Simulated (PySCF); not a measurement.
A GIAO shielding run with PySCF 2.14 (density fitting, non-relativistic, gas phase) on `CS(C)=O`, C₂H₆OS:

```
$ OMP_NUM_THREADS=2 python probes_run.py task.json out

{"job": {"kind": "nmr", "xc": "B97-2", "basis": "pcSseg-2", "pop": false}, "charge": 0, "multiplicity": 1}
C     -0.629626     1.173826    -0.237260
S     -0.846939    -0.592327     0.028050
C      0.894051    -1.025317    -0.090586
O     -1.235564    -0.766281     1.446605
H     -1.609712     1.631691    -0.103308
H     -0.270420     1.356788    -1.251222
H      0.067560     1.565649     0.505205
H      1.441929    -0.500678     0.694564
H      0.967024    -2.101565     0.063351
H      1.275684    -0.767218    -1.079992
```

Hardware: 2 threads of an Intel Xeon, shared host.

(1) How large is the calculation?

(2) How long does it take, and how much memory does it need?

(3) And these other runs on the same molecule and hardware: GIAO shielding at KT3/pcSseg-2; GIAO shielding at PBE0/pcSseg-2; GIAO shielding at wB97X-D/pcSseg-2?

Results:

(1) 42 electrons, 235 basis functions and 649 auxiliary functions.

(2) 46 s of wall time, with 13 SCF cycles and 5 response iterations; peak memory 1.4 GiB. Times on a shared host scatter by some tens of per cent.

(3) KT3/pcSseg-2: 235 functions, 76 s; PBE0/pcSseg-2: 235 functions, 67 s; wB97X-D/pcSseg-2: 235 functions, 62 s.
